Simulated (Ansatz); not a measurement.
CH7AlSi (`[AlH2][CH2][SiH3]`), relaxed with RKS PBE-D4/def2-SVP in Ansatz 0.2.0 from a rough embedded geometry. The force threshold is 0.03 eV/Å; the program also tests the step.

The species carries charge 0 and has multiplicity 1.

Start:

```xyz
10

Al    1.481    0.651    0.508
C     0.095    0.121   -0.723
Si   -1.305   -0.586    0.249
H     1.756    2.169    0.698
H     2.881   -0.208    0.514
H    -0.243    0.996   -1.288
H     0.471   -0.661   -1.449
H    -1.854    0.361    1.151
H    -0.877   -1.825    1.015
H    -2.406   -1.019   -0.676
```

| step | energy (eV) | largest force (eV/Å) | largest move (Å) |
| --- | --- | --- | --- |
| 1 | -15609.6339 | 1.892 | 0.000 |
| 2 | -15610.0691 | 0.486 | 0.198 |
| 3 (rejected) | -15610.0612 | 0.953 | 0.106 |
| 4 | -15610.1122 | 0.189 | 0.051 |
| 5 | -15610.1225 | 0.079 | 0.050 |
| 6 | -15610.1228 | 0.054 | 0.065 |
| 7 | -15610.1236 | 0.006 | 0.018 |

End:

```xyz
10

Al    1.639    0.714    0.307
C     0.118    0.120   -0.786
Si   -1.302   -0.608    0.228
H     1.678    2.214    0.869
H     2.820   -0.310    0.654
H    -0.292    0.975   -1.366
H     0.447   -0.662   -1.505
H    -1.823    0.412    1.209
H    -0.826   -1.799    1.021
H    -2.457   -1.056   -0.631
```

It took 5.5 s on 2 threads of an Intel Xeon 6975P-C on a shared host, with 0.15 GiB of host memory at the peak.
